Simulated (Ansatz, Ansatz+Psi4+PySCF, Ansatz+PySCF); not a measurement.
| atom | x (Å) | y (Å) | z (Å) |
| --- | --- | --- | --- |
| C | -1.1084 | -0.8791 | -0.0001 |
| C | -0.0648 | 0.1124 | -0.0003 |
| C | 1.3325 | -0.3471 | -0.0001 |
| H | -2.1376 | -0.5427 | 0.0011 |
| H | -0.8973 | -1.9423 | -0.0005 |
| O | -0.3456 | 1.3125 | 0.0000 |
| H | 1.9949 | 0.5171 | -0.0144 |
| H | 1.5413 | -0.9492 | 0.8895 |
| H | 1.5353 | -0.9753 | -0.8727 |

Basis set: cc-pVTZ (spherical functions). Left uncorrelated: 4 orbitals. Correlation on ROHF uses semicanonical orbitals with singles. Charge 0, multiplicity 2.

Computed with Ansatz (development build ahead of 0.2.0); each method stands on the lowest determinant of its kind that the runs found.

The atomization energy at this shape (free ground-state atoms in the same class of orbitals less the molecule, no zero-point energy) of doublet C₃H₅O:

```json
{"method": "UHF-MP2", "atomization energy": "37.31 eV"}
{"method": "ROHF", "atomization energy": "28.19 eV"}
{"method": "UHF", "atomization energy": "27.95 eV"}
```

(1) What does ROHF-MP2 give?

## Answers

(1) 37.61 eV. Caution for ROHF-MP2, UHF-MP2: forces differ strongly between restricted and unrestricted references. Caution for UHF-MP2, UHF: the unrestricted determinant is spin contaminated.
